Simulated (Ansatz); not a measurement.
Ansatz (an electronic-structure program) input:

Ansatz 0.2 input:
```yaml
crystal:
  periodic: [false, false, false]
  atoms:
    - {symbol: N, position_ang: [-0.01032444, -0.06137292, 1.37552030]}
    - {symbol: C, position_ang: [0.01111261, -0.05076901, -1.42111101]}
    - {symbol: C, position_ang: [-0.00948800, 1.07811280, 0.68708221]}
    - {symbol: C, position_ang: [-0.00060027, -1.22012757, 0.69870174]}
    - {symbol: C, position_ang: [0.00986232, -1.19836935, -0.67466053]}
    - {symbol: C, position_ang: [0.00091708, 1.14604722, -0.70227612]}
    - {symbol: H, position_ang: [0.01945816, -0.05794193, -2.50410661]}
    - {symbol: H, position_ang: [-0.01757351, 1.98825720, 1.27697845]}
    - {symbol: H, position_ang: [-0.00150087, -2.13337060, 1.28042934]}
    - {symbol: H, position_ang: [0.00106483, 2.10330131, -1.20836099]}
basis:
  gaussian:
    orbitals: 6-31G
magnetization: {spin_polarized: true, initial_magnetization: 1}
correlation: {method: ccsd_t, electrons: outside_noble_gas}
```

Question: What final total energy does it print?

Answer: -246.51221 Eh (CCSD(T)/6-31G). The basis has 62 functions.

It need not be the lowest isomer of its formula.

The program attaches cautions to this result: large difference.

The determinant is spin-contaminated: <S^2> is 1.45 against 0.75 for a pure state.
